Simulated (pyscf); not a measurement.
A first-order saddle from PySCF, ωB97X-D3(BJ)/def2-SVP:

```xyz
8

C      0.2360     0.4030    -0.3853
C      0.8581     1.0450    -1.2323
H     -0.7289    -1.0995     0.4023
H      1.4030     1.6074    -1.9738
N     -1.0824    -0.9651     1.4025
H     -0.6342     0.0018     1.3159
H     -2.1012    -0.9485     1.4876
H     -0.6342    -1.5746     2.0903
```

Surface: singlet, charge 0. Lowest wavenumbers (cm⁻¹): 955i, 93, 100, 205, 393.

Task: What reaction is this the transition state of?

Result: HC≡CH + NH₃ ⇌ HC≡CH + NH₃, a four-centre exchange read from left to right: C–H, H–N broken and C–H, H–N formed. At CCSD(T)/def2-TZVPP + ΔMP2(QZVPP) it lies +50.4 kcal/mol from the left side and +50.4 kcal/mol from the right (each side as separated species at their lowest minima found). On the reactant side the descent ends in a complex, 4.4 kcal/mol under the separated species and 53.6 kcal/mol under the saddle at ωB97X-D3(BJ)/def2-TZVP. On the product side the descent ends in a complex, 4.4 kcal/mol under the separated species and 53.6 kcal/mol under the saddle at ωB97X-D3(BJ)/def2-TZVP. One saddle was located; it need not be the lowest between these sides. The CCSD(T) − MP2 part came from Ansatz, without density fitting, on the same reference.
